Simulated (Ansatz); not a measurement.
# Breaking a bond in SiNH4 (SMILES N[SiH2])

SiNH4 has 6 atoms, charge 0, and is taken as a doublet. SMILES: `N[SiH2]`. Geometry: relaxed at PBE0-D4/def2-TZVP. This is one conformer, not always the lowest.

```xyz
6

N    -0.0623   -0.8635    0.0209
Si    0.3074    0.8153    0.1616
H     0.5650   -1.4759   -0.4764
H    -0.5036   -1.3465    0.7876
H     0.6574    1.3078   -1.2041
H    -0.9216    1.4989    0.6643
```

The N1–Si2 distance is scanned; the parts on either side stay rigid. Basis STO-3G, 6 core orbitals frozen in the correlated methods; program Ansatz 0.2.0. FCI is exact within this basis and core. Energies in eV from each method's value at 1.725 Å; open shells run as named. The shape above is that at 1.725 Å.

```tsv
distance (Å)	UHF	USVWN5	U-revPBE	UBCCD(T)	UCCSDTQ	FCI
1.725	0.00	0.00	0.00	0.00	0.00	0.00
2.156	1.89	1.54	1.28	1.56	1.53	1.53
2.587	3.22	3.70	3.18	3.40	3.37	3.37
3.449	3.38	5.49	4.50	3.76	3.77	3.77
4.312	3.41	5.69	4.62	3.80	3.81	3.81
```

Departure from the FCI curve at its largest: UHF -0.40 eV at 4.31 Å; USVWN5 +1.88 eV at 4.31 Å; U-revPBE +0.81 eV at 4.31 Å; UBCCD(T) +0.03 eV at 2.59 Å; UCCSDTQ within 0.005 eV. For the functionals part of the departure is owed to the small basis.
